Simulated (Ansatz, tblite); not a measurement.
# SiH2MeEt (C3H10Si): a ladder of methods and basis sets

One table from this session's results is given with a row withheld; the runs are named, their logs left out.

Computed with Ansatz 0.2.0, Gaussian basis. Level: as each input shows.

The runs, in order: GFN1-xTB, GFN2-xTB, PBE-D4/def2-TZVP, r2SCAN-D4/def2-TZVP, B2PLYP/def2-TZVP, PBE-QIDH/def2-TZVP, revPBE-D4/def2-TZVP, PBE-D4/def2-SVP, PBE0-D4/def2-SVP, HF/STO-3G, CCSD(T)/def2-TZVP, RPA/def2-TZVP.

2 further runs of the same task are left out: 2 set aside as unsound or not needed.

## The relaxed structure

The singlet was relaxed beforehand with PBE0-D4/def2-SVP.

14 atoms, charge 0, spin multiplicity 1.

Bond lengths: C1–Si4 1.881 Å, C1–H7 1.101 Å, C1–H8 1.101 Å, C1–H9 1.101 Å, C2–C3 1.526 Å, C2–Si4 1.888 Å, C2–H10 1.105 Å, C2–H11 1.105 Å, C3–H12 1.102 Å, C3–H13 1.102 Å, C3–H14 1.102 Å, Si4–H5 1.500 Å, Si4–H6 1.500 Å. Angles: Si4–C1–H7 110.9°, Si4–C1–H8 110.9°, Si4–C1–H9 111.1°, H7–C1–H8 108.0°, H7–C1–H9 107.9°, H8–C1–H9 107.9°, C3–C2–Si4 114.5°, C3–C2–H10 110.5°, C3–C2–H11 110.5°, Si4–C2–H10 107.7°, Si4–C2–H11 107.7°, H10–C2–H11 105.6°, C2–C3–H12 111.8°, C2–C3–H13 111.6°, C2–C3–H14 111.6°, H12–C3–H13 107.2°, H12–C3–H14 107.2°, H13–C3–H14 107.1° and more.

Geometry (Å):

```
atom     x (Å)     y (Å)     z (Å)
  C1  -0.46276   2.25252  -0.24389
  C2  -0.38185  -0.86072  -0.27512
  C3   0.32128  -2.15033   0.13821
 Si4   0.45467   0.71700   0.33756
  H5   0.51264   0.69724   1.83642
  H6   1.86934   0.75289  -0.16027
  H7  -1.49971   2.25527   0.12695
  H8  -0.49454   2.29786  -1.34379
  H9   0.02886   3.16840   0.11848
 H10  -0.45541  -0.79673  -1.37542
 H11  -1.42326  -0.85330   0.09316
 H12  -0.20385  -3.04247  -0.23860
 H13   1.35241  -2.19133  -0.24784
 H14   0.38214  -2.24628   1.23417
```

PBE0-D4/def2-TZVP was run before; its log isn't repeated, and its numbers join the tables.

The first run:

Tight binding, by tblite at 300 K electronic temperature and without a spin-polarisation term:

```python
tblite.interface.Calculator('GFN1-xTB', numbers, positions, charge=0, uhf=0).singlepoint()
```

Tight binding, by tblite at 300 K electronic temperature and without a spin-polarisation term:

```python
tblite.interface.Calculator('GFN2-xTB', numbers, positions, charge=0, uhf=0).singlepoint()
```

start.molden holds the orbitals of an earlier run on this state, given as this run's starting guess.

in.yaml reads:

```yaml
crystal:
  periodic: [false, false, false]
  atoms:
    - {symbol: C, position_ang: [-0.462762, 2.252517, -0.243893]}
    - {symbol: C, position_ang: [-0.381853, -0.860719, -0.275124]}
    - {symbol: C, position_ang: [0.321278, -2.150325, 0.138213]}
    - {symbol: Si, position_ang: [0.454675, 0.716996, 0.337564]}
    - {symbol: H, position_ang: [0.512641, 0.697238, 1.836417]}
    - {symbol: H, position_ang: [1.869338, 0.752892, -0.160269]}
    - {symbol: H, position_ang: [-1.499708, 2.255265, 0.126946]}
    - {symbol: H, position_ang: [-0.494538, 2.297856, -1.343788]}
    - {symbol: H, position_ang: [0.028860, 3.168400, 0.118482]}
    - {symbol: H, position_ang: [-0.455410, -0.796727, -1.375420]}
    - {symbol: H, position_ang: [-1.423257, -0.853299, 0.093160]}
    - {symbol: H, position_ang: [-0.203848, -3.042473, -0.238602]}
    - {symbol: H, position_ang: [1.352412, -2.191328, -0.247843]}
    - {symbol: H, position_ang: [0.382141, -2.246283, 1.234167]}
basis:
  gaussian: {orbitals: def2-TZVP, initial_orbitals: start.molden}
hamiltonian: {xc: pbe, dispersion: d4}
scf: {omitted_lower_state_checks: [starts]}
output: {forces: true, orbitals: {seedname: orbitals}}
```

On the command line:

```sh
> ansatz run in.yaml --threads 2 --pin off --events-out ev --progress --plain --max-ram 4352MiB
```

Steps of the session up to this table: PBE-D4/def2-TZVP; r2SCAN-D4/def2-TZVP; B2PLYP/def2-TZVP; PBE-QIDH/def2-TZVP; revPBE-D4/def2-TZVP; PBE-D4/def2-SVP; PBE0-D4/def2-SVP; HF/STO-3G; CCSD(T)/def2-TZVP; RPA/def2-TZVP.

One table of the session follows, with a row left open; its other results are not shown here.

It belongs to the step «Binding energy». 

| method | binding an atom (eV) |
| --- | --- |
| HF/STO-3G | 3.785 |
| HF/def2-TZVP | 2.911 |
| PBE-D4/def2-SVP | 3.827 |
| PBE-D4/def2-TZVP | 3.813 |
| revPBE-D4/def2-TZVP | 3.749 |
| r2SCAN-D4/def2-TZVP | 3.790 |
| PBE0-D4/def2-SVP | 3.808 |
| PBE0-D4/def2-TZVP | ? |
| MP2/def2-TZVP | 3.661 |
| CCSD/def2-TZVP | 3.629 |
| CCSD(T)/def2-TZVP | 3.661 |

Estimate the missing values for PBE0-D4/def2-TZVP.

The run gave: binding an atom (eV): 3.789. In the column «binding an atom (eV)» it lies between HF/STO-3G (3.785) and r2SCAN-D4/def2-TZVP (3.790).

Limits of these values: Free atoms were run apart at each level; binding is atoms less cluster, divided by the number of atoms, without zero-point or spin-orbit terms.
